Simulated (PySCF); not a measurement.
**Basis-set dependence of population analyses: 1,2-dichloroethane**

1,2-dichloroethane, C2H4Cl2.
SMILES with atom numbers: `[Cl:1][CH2:2][CH2:3][Cl:4]` (hydrogens: H5, H6 on C2; H7, H8 on C3)

PBE0 throughout (PySCF), one geometry, spherical d and f functions. One conformer (not necessarily the lowest) at the PBE0-D3(BJ)/def2-SVP geometry, without solvent, vibrations or thermal averaging. Atoms taken as equivalent share a column and are averaged.

Mulliken charges (e):

```
      basis  functions  Cl1/Cl4   C2/C3  H5/H6/H7/H8
   pcSseg-0         52   -0.030  -0.594       +0.312
    cc-pVDZ         84   -0.120  -0.092       +0.106
   pcSseg-1        102   -0.147  -0.205       +0.176
aug-cc-pVDZ        136   -0.070  +0.117       -0.024
    cc-pVTZ        184   -0.158  -0.113       +0.135
   IGLO-III        198   -0.014  -0.311       +0.162
```

IAO charges (e):

| basis | functions | Cl1/Cl4 | C2/C3 | H5/H6/H7/H8 |
| --- | --- | --- | --- | --- |
| pcSseg-0 | 52 | -0.092 | -0.271 | +0.181 |
| cc-pVDZ | 84 | -0.102 | -0.236 | +0.169 |
| pcSseg-1 | 102 | -0.102 | -0.238 | +0.170 |
| aug-cc-pVDZ | 136 | -0.107 | -0.238 | +0.173 |
| cc-pVTZ | 184 | -0.103 | -0.244 | +0.173 |
| IGLO-III | 198 | -0.099 | -0.247 | +0.173 |

Hirshfeld charges (e):

```csv
basis,functions,Cl1/Cl4,C2/C3,H5/H6/H7/H8
pcSseg-0,52,-0.068,-0.024,+0.046
cc-pVDZ,84,-0.069,-0.031,+0.050
pcSseg-1,102,-0.062,-0.038,+0.050
aug-cc-pVDZ,136,-0.052,-0.054,+0.053
cc-pVTZ,184,-0.061,-0.045,+0.053
IGLO-III,198,-0.042,-0.057,+0.050
```

Q: Which scheme is steadiest as the basis changes?

A: Largest range over the bases for any column: Hirshfeld 0.03 e, IAO 0.03 e, Mulliken 0.71 e. Hirshfeld and IAO charges move least and Mulliken charges most, counted in e.

Q: How much do the charges still move between the two largest bases, cc-pVTZ and IGLO-III?

A: At most, over all atoms: Mulliken 0.199 e, IAO 0.004 e, Hirshfeld 0.019 e.

Q: What do the same runs give for the total energy and the frontier levels?

A: 
```csv
basis,energy (Eh),HOMO (eV),LUMO (eV)
pcSseg-0,-997.3836,-8.76,0.32
cc-pVDZ,-998.6372,-8.59,0.46
pcSseg-1,-998.5735,-8.76,0.28
aug-cc-pVDZ,-998.6484,-8.74,-0.15
cc-pVTZ,-998.6938,-8.68,0.27
IGLO-III,-998.6753,-8.61,0.39
```
